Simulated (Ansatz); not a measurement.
# BH₂+ (singlet): wave-function methods side by side at distance B1–H2 = 3.261 Å, aug-cc-pVTZ

The task here is to estimate one member of a computed series from the others.

The runs use Ansatz 0.2.0, Gaussian basis; aug-cc-pVTZ, core rule «outside noble gas», up to 1 orbitals frozen.

The runs, in order: UHF; CCSD(T) on RHF; CCSD(T) on UHF; BCCD(T) on RHF; CCSDT(Q) on RHF; CCSDT(Q) on UHF; CASSCF and NEVPT2, 4 electrons in 6 orbitals; Full CI.

18 further runs of the same task are left out: 11 that didn't finish, 7 set aside as unsound or not needed.

### The geometry

The geometry derives from a PBE0/def2-TZVP stationary point (not a proven minimum). One bond is set to the value named and the two fragments are kept rigid.

3 atoms, charge 1, spin multiplicity 1.

Atoms are counted from 1 here; the program's logs count them from 0.

Bond lengths: B1–H3 1.179 Å.

The first run:

in.yaml reads:

```yaml
crystal:
  periodic: [false, false, false]
  atoms:
    - {symbol: B, position_ang: [0.000000, 0.000000, 0.693940]}
    - {symbol: H, position_ang: [0.000000, 0.000000, -2.567060]}
    - {symbol: H, position_ang: [0.000000, 0.000000, 1.873121]}
basis:
  gaussian: {orbitals: aug-cc-pVTZ}
total_charge: 1
magnetization: {spin_polarized: true, initial_magnetization: 0}
hamiltonian: {xc: hf}
output: {orbitals: {seedname: orbitals}}
```

The run is started by

```sh
ansatz run in.yaml --threads 1 --pin off --events-out ev --progress --plain --max-ram 2393MiB
```

Among the steps run: UHF; CCSD(T) on RHF; CCSD(T) on UHF; BCCD(T) on RHF; CCSDT(Q) on RHF; CCSDT(Q) on UHF; CASSCF and NEVPT2, 4 electrons in 6 orbitals; Full CI.

One of the session's tables, all rows but one given; the rest of the session is left out.

| method | from FCI (meV) |
| --- | --- |
| RHF | +4357.1 |
| UHF | +1523.2 |
| RMP2 | +1587.4 |
| UMP2 | +460.9 |
| RCCSD | ? |
| UCCSD | +91.8 |
| RCCSD(T) | -52.3 |
| UCCSD(T) | +65.8 |
| BCCD(T) | +2.9 |
| RCCSDT | +6.5 |
| UCCSDT | +10.2 |
| RCCSDT(Q) | -1.9 |
| UCCSDT(Q) | +0.8 |
| CASSCF valence | +618.4 |
| NEVPT2 valence | +229.3 |
| FCI | 0 |

Q: Estimate the row for RCCSD from the others.

The run gave: from FCI (meV): +196.1. In the column «from FCI (meV)» it lies between UCCSD (+91.8) and NEVPT2 valence (+229.3).

Among the levels timed on like hardware and quicker than the yardstick, those that no quicker one beats, quickest first: NEVPT2 valence (1.4 s, +229.3 meV); RCCSD(T) (1.6 s, -52.3 meV); BCCD(T) (2.3 s, +2.9 meV); RCCSDT(Q) (26 s, -1.9 meV).

The program flags RCCSD(T), BCCD(T), RCCSDT(Q), UCCSDT(Q) as in doubt (see the logs), so those rows may rest on another solution; read them beside their warnings.

To keep in mind: The determinant is far from a pure spin state, so its energy mixes those of several spin states (harmless only where they are near-degenerate, as at dissociation). The report flags that the cluster equations may have other roots. The yardstick is full CI for this spin, exact in this basis with these frozen cores. The program flags RCCSD(T), BCCD(T), RCCSDT(Q), UCCSDT(Q) as in doubt, so those rows may rest on another solution; read them beside their warnings. RCCSD(T) falls below full CI, which methods that aren't variational can do. Restricted and unrestricted rows rest on different reference determinants; where their highest levels disagree by more than a few hundredths of an eV, they describe different states and don't form one ladder. Warnings in the runs' records: other roots.
